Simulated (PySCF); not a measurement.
**singlet O2F+: levels of theory compared**

Aim: a comparison of 6 runs (B3LYP/def2-TZVPPD, BLYP/def2-TZVPPD, M06-2X/def2-TZVPPD, PBE/def2-TZVPPD, PBE0/def2-TZVPPD, CCSD(T)/def2-TZVPPD) of singlet O2F+. Input form: a Python script.

Program for the calculation: PySCF 2.14.0.

5 further runs of the same task are left out: 1 that didn't finish, 4 set aside as unsound or not needed.

## Step 1: The system as given

The species is O2F+ (3 atoms), meant as a singlet with charge +1. SMILES of the parent species: `[O]OF`. The coordinates come from a GFN2-xTB relaxation. That shape belongs to the parent species and isn't relaxed for this state.

Bond lengths: O1–O2 1.194 Å. A long bond or contact: O2–F3 1.563 Å.

## Step 2: The energy at B3LYP/def2-TZVPPD (run 1)

geometry.xyz

```xyz
3
FO2
O      0.949760    -0.292600     0.491570
O      0.124690     0.486900     0.122000
F     -1.074440    -0.194290    -0.613560
```

run.py

```python
from pyscf import gto, dft

system = gto.M(
    atom='geometry.xyz',
    basis='def2-tzvppd',
    spin=0,
    verbose=3,
    max_memory=1860,
    charge=1,
)

mf = dft.RKS(system, xc='b3lyp')
mf.conv_tol = 1e-10
mf.grids.level = 5
mf.kernel()
if not mf.converged:
    mf = mf.newton().run(mf.mo_coeff, mf.mo_occ)

etot = mf.e_tot
print('E(%s) = %.9f' % ('B3LYP', etot))
```

Command:

```sh
$ OMP_NUM_THREADS=1 python run.py
```

The log of the run:

```text
converged SCF energy = -249.700244959243
E(B3LYP) = -249.700244959
```

Run time: 6 s. Hardware: 1 thread of AMD EPYC 9R45 (Zen 5), shared host; peak memory 0.64 GiB.

## Step 3: A single-point energy at BLYP/def2-TZVPPD (run 2)

job.py

```python
from pyscf import gto, dft

mol = gto.M(
    atom='''
O      1.794786    -0.552934     0.928933
O      0.235630     0.920108     0.230547
F     -2.030397    -0.367155    -1.159460
''',
    verbose=3,
    basis='def2-tzvppd',
    max_memory=1860,
    charge=1,
    unit='bohr',
)

mf = dft.RKS(mol, xc='blyp')
mf.grids.level = 5
mf.conv_tol = 1e-10
mf.kernel()
if not mf.converged:
    mf = mf.newton().run(mf.mo_coeff, mf.mo_occ)

e_tot = mf.e_tot
print(f'total energy: {e_tot:.8f} hartree')
```

Command:

```sh
$ OMP_NUM_THREADS=1 python job.py
```

The log of the run:

```text
converged SCF energy = -249.739286097428
total energy: -249.73928610 hartree
```

Wall time 5.4 s (1 thread of AMD EPYC 9R45 (Zen 5), shared host); peak memory 0.64 GiB.

Runs 3 to 5 aren't shown in full; the table further down has their settings and results.

## Step 4: A single-point energy at CCSD(T)/def2-TZVPPD (run 6)

calc.py

```python
from pyscf import gto, cc

system = gto.M(
    atom='''
O        0.949760      -0.292600       0.491570
O        0.124690       0.486900       0.122000
F       -1.074440      -0.194290      -0.613560
''',
    verbose=4,
    spin=0,
    basis='def2-tzvppd',
    charge=1,
    max_memory=1860,
)

calc0 = system.RHF()
calc0.conv_tol = 1e-10
calc0.kernel()
if not calc0.converged:
    calc0 = calc0.newton().run(calc0.mo_coeff, calc0.mo_occ)

mycc = cc.CCSD(calc0, frozen=3)
mycc.kernel()
e_t = mycc.ccsd_t()
e_final = mycc.e_tot + e_t
print(f'total energy: {e_final:.8f} hartree')
```

Command:

```sh
$ OMP_NUM_THREADS=1 python calc.py
```

The log of the run:

```text
PySCF version 2.14.0

[INPUT] num. atoms = 3
[INPUT] num. electrons = 24
[INPUT] charge = 1
[INPUT] spin (= nelec alpha-beta = 2S) = 0
[INPUT] symmetry False subgroup None
[INPUT] Mole.unit = angstrom
[INPUT] Symbol           X                Y                Z      unit          X                Y                Z       unit  Magmom
[INPUT]  1 O      0.949760000000  -0.292600000000   0.491570000000 AA    1.794786284067  -0.552933864048   0.928932671052 Bohr   0.0
[INPUT]  2 O      0.124690000000   0.486900000000   0.122000000000 AA    0.235629950472   0.920107650051   0.230546587197 Bohr   0.0
[INPUT]  3 F     -1.074440000000  -0.194290000000  -0.613560000000 AA   -2.030397337278  -0.367154888742  -1.159460360988 Bohr   0.0

[... 60 lines left out ...]
converged SCF energy = -248.516220709119
[... 12 lines left out ...]
Init t2, MP2 energy = -249.272129014466  E_corr(MP2) -0.755908305347224
[... 17 lines left out ...]
CCSD converged
[... 2 lines left out ...]
total energy: -249.32722337 hartree
```

It took 30 s on 1 thread of AMD EPYC 9R45 (Zen 5), shared host; peak memory 1.8 GiB.

## Step 5: The series

| run | level | integration grid | frozen core orbitals | energy (Eh) | HOMO energy (eV) | LUMO energy (eV) | HOMO–LUMO gap (eV) | wall time |
| --- | --- | --- | --- | --- | --- | --- | --- | --- |
| 1 | B3LYP/def2-TZVPPD | 5 | – | -249.700245 | -20.66 | -16.64 | 4.02 | 6 s |
| 2 | BLYP/def2-TZVPPD | 5 | – | -249.739286 | -18.83 | -17.21 | 1.62 | 5.4 s |
| 3 | M06-2X/def2-TZVPPD | 5 | – | -249.577544 | -22.43 | -14.76 | 7.67 | 11 s |
| 4 | PBE/def2-TZVPPD | 5 | – | -249.515332 | -18.83 | -17.25 | 1.59 | 5.4 s |
| 5 | PBE0/def2-TZVPPD | 5 | – | -249.448166 | -20.86 | -16.30 | 4.56 | 6 s |
| 6 | CCSD(T)/def2-TZVPPD | – | 3 | -249.327223 | -24.92 | -10.45 | 14.48 | 30 s |

## Step 6: What came out

```
                                          quantity          value
                               run 6: total energy  -249.32722 Eh
        run 6: HOMO energy (Hartree–Fock orbitals)      -24.92 eV
        run 6: LUMO energy (Hartree–Fock orbitals)      -10.45 eV
      run 6: HOMO–LUMO gap (Hartree–Fock orbitals)       14.48 eV
run 6: correlation energy (3 core orbitals frozen)     -811.0 mEh
                             run 6: (T) correction     -48.82 mEh
                              run 6: T1 diagnostic          0.055
```

Over runs 1, 2, 3, 4, 5 the HOMO–LUMO gap runs from 1.59 eV (PBE/def2-TZVPPD) to 7.67 eV (M06-2X/def2-TZVPPD). Totals of different functionals can't be ranked against each other. In run 6 the T1 diagnostic is large, so a single reference may not serve. All runs together took 63 s, the longest 30 s.
